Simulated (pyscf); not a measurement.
Cl–Ge•(Cl)–Cl + NH₃ → HCl + H₂N–Ge•(Cl)–Cl (four-centre exchange; doublet surface; Cl–Ge, H–N broken, Cl–H, Ge–N formed). Structures and frequencies: ωB97X-D3(BJ)/def2-SVP in PySCF. Energies in eV from the separated reactants.

| level | barrier | reaction energy |
|---|---|---|
| PBE/def2-TZVP | 0.38 | +0.56 |
| r²SCAN/def2-TZVP | 0.41 | +0.54 |
| B3LYP-D3(BJ)/def2-TZVP | 0.46 | +0.56 |
| PBE0-D3(BJ)/def2-TZVP | 0.42 | +0.56 |
| ωB97M-D3(BJ)/def2-TZVP | 0.53 | +0.54 |
| HF/def2-TZVP | 1.12 | +0.57 |

On the reactant side the descent ends in an adduct with a Ge–N contact (not fully relaxed), 0.64 eV under the separated species and 1.19 eV under the saddle at ωB97X-D3(BJ)/def2-TZVP. At PBE, r²SCAN, B3LYP-D3(BJ), PBE0-D3(BJ) the saddle lies under the separated products, which points to a path from their complex (located at ωB97X-D3(BJ) alone), and parting the products costs more than the saddle. What is counted as formed (Ge–N) is already present as a longer contact in the reactant adduct; forming that adduct is a step of its own. This is the saddle that the search found; another between the same sides may lie lower. Elements up to Kr have no core potential and no relativistic terms here.
